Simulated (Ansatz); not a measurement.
## NO⁺, triplet: the ladder up to full CI

Geometry: a PBE0/def2-TZVP stationary point for this spin. The singlet lies 4.5 eV lower here.

```csv
atom,x (Å),y (Å),z (Å)
N,0.0000,0.0000,0.0000
O,0.0000,0.0000,1.2679
```

Basis 6-31G; Ansatz 0.2.0. Correlated methods freeze the noble-gas cores, which leaves 10 electrons in 16 orbitals. R marks a restricted (for open shells ROHF) determinant, U an unrestricted one. Active spaces: valence = (10e, 8o) chosen from the atoms' valence shells.

Full CI is exact within this basis and frozen core; it isn't the basis-set limit. The frozen core follows each run's orbitals, which can shift R against U totals by a few meV.

Unrestricted rows (U) aren't spin-pure: their determinants' ⟨S²⟩ exceeds S(S+1) by up to 0.16, so they mix in states of higher spin. For open shells CISD and CISDTQ are restricted-active-space CI with the open shells as a complete middle space. The determinant fills πx and πy unequally, so it is a mixture of Σ and Δ, which weighs on every level built on one determinant.

The UHF ⟨S²⟩ is 2.158 and the T1 diagnostic (RCCSD) is 0.0404. The largest doubles amplitude (RCCSD) is 0.300 and the T1 diagnostic (UCCSD) is 0.0538.

```tsv
level	E − E(full CI) (kcal/mol)	share of correlation (%)	wall time
RHF	142.44	0.00	–
UHF	140.18	1.58	–
RMP2	33.01	76.83	–
UMP2	37.93	73.37	–
CISD	23.05	83.82	0.69 s
RCCSD*	17.65	87.61	–
UCCSD*	17.17	87.95	–
RCCSD(T)*	8.45	94.07	1.1 s
UCCSD(T)*	8.74	93.87	1.4 s
BCCD(T)*	8.35	94.14	1.2 s
RCCSDT*	1.15	99.20	–
UCCSDT*	1.03	99.28	–
CISDTQ	0.82	99.43	5 s
RCCSDT(Q)*	-0.58	100.41	4.5 s
UCCSDT(Q)*	-0.87	100.61	4.5 s
RCCSDTQ*	0.14	99.90	46 s
UCCSDTQ*	0.12	99.92	48 s
CASSCF (valence space)	53.26	62.61	–
NEVPT2 (valence space)	11.94	91.62	1.9 s
MRCISD (valence space)	2.06	98.55	–
MRCISD+Q (valence space)	0.58	99.59	2.5 s
MRCISD+Q(relaxed) (valence space)	0.05	99.97	3 s
```

An asterisk marks runs whose energy the program itself flagged as in doubt.

The correlation energy at full CI, counted from RHF, is -6.177 eV. That run took 51 s on 1 thread of Arm Neoverse V1, shared host over 4,777,056 determinants.

Times hold each run's SCF and search for its determinant on a shared host, so for small cases they say little of a method's own cost; they ran on 1 thread of Arm Neoverse V1.

Not variational, and here over 5 meV under the exact energy: RCCSDT(Q), UCCSDT(Q).

The full-CI state has the irrep A1 of C2v, in the program's axes (one component, if the state is degenerate).

Natural occupations of full CI about the gap: 1.989 1.972 1.945 1.441 1.441 0.558 0.558 0.054 0.011 0.008; effectively unpaired electrons, Σ n²(2−n)², 2.62. No single determinant describes this state well, so single-reference rows can miss without a flag.
